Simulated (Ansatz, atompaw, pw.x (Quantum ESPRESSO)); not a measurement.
# titanium (Ti): does the PAW (atompaw) potential hold in the solid?

atompaw 4.2.0.5 input, output lines left out:

```
Ti 22
LDA-PW scalarrelativistic loggrid 1500 logderivrange -2 5 176
4 4 3 0 0 0
4 1 0
3 2 2
0 0 0
c
c
c
v
c
c
v
v
2
3.00 2.65 2.60 2.10
y
0.05
n
y
4.6
n
y
1.05
n
custom rrkj gramschmidtortho sinc
3 0 troulliermartins
3.00
3.00
3.00
3.00
2.45
2.45
```

Atomic tests: cutoffs needed: 15 Ry and 18 Ry (the cutoffs (Ry, on a coarse ladder) from which the occupation-weighted sum of valence levels, in a spherical-Bessel basis at the reference potential, stays within 10 and 1 mRy of its value at 400 Ry); ghost test: no extra level below or beside the all-electron valence levels (s, p, d, f tested) (spherical-Bessel basis up to 400 Ry, 20 bohr box); lowest eigenvalue of the overlap operator: 0.23 (p channel).

Crystal test: sc Ti in pw.x 7.5, no spin, 13³ k-points, Fermi–Dirac smearing 0.01 Ry, cutoffs 40/400 Ry. The reference is all-electron LAPW (Ansatz 0.2.0) with the same functional, mesh and smearing; V0 and B0 come from Birch–Murnaghan fits to the pressures at five volumes. Errors are pseudo minus all-electron; Δ is the rms difference of the E(V) curves that follow from these fits, minima aligned, over ±6 % about the mean V0. Mesh and smearing are coarse, so the numbers serve the comparison and aren't converged zero-temperature values; the lattice is a test structure that the element need not adopt.

All-electron: a0 = 2.559 Å (V0 = 16.75 Å³/atom), B0 = 90.9 GPa.

Q: How far does the potential miss the all-electron equation of state?

A: mean pressure error (GPa): +1.08; a0 (Å): 2.569; a0 error (%): +0.39; B0 error (%): -0.2; Δ (meV/atom): 3.9. The largest radius (3.00 bohr) exceeds half the bond length (2.42 bohr), so the spheres overlap, which is one possible source of error among others. The logarithmic derivative shows an extra or strongly shifted pseudo pole above the reference energy (s near 1.47 Ry).

```tsv
V (Å³/atom)	P all-electron (GPa)	P pseudo (GPa)
15.983	4.62	5.89
16.403	1.98	3.15
16.824	-0.39	0.68
17.245	-2.51	-1.52
17.665	-4.41	-3.50
```

Q: At the middle volume, how do free energy and pressure move when the wave cutoff is lowered (ecutrho held at 400 Ry)?

A:

```tsv
cutoff (Ry)	shift of F (meV/atom)	shift of P (GPa)
18	+91.4	+0.14
24	+27.2	-0.85
32	+5.2	+0.33
```

The 8 pw.x runs together took about 49 s on one core of a shared server CPU.
